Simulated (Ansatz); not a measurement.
Base system: Si in the diamond structure (space group Fd-3m, No. 227; a = 5.4338 Å).

Calculations: DFT with PBEsol, PAW potentials and a 420 eV plane-wave cutoff in Ansatz (an electronic-structure program), no spin-orbit coupling.

One thing is altered: full substitution Si → Sn; the structure is relaxed again.

Measured lattice parameter a: Si 5.421 Å (static lattice; corrected from measurement; as listed in Daniel Mejia-Rodriguez, S. B. Trickey, Phys. Rev. B (2018)); Sn 6.477 Å (static lattice; corrected from measurement; as listed in Daniel Mejia-Rodriguez, S. B. Trickey, Phys. Rev. B (2018)).

Task: How well does PBEsol reproduce the measured shift?

Result: With PBEsol the lattice parameter a moves by +1.106 Å (5.434 → 6.540) against +1.056 Å measured.

Whether these cells are dynamically stable was not tested.
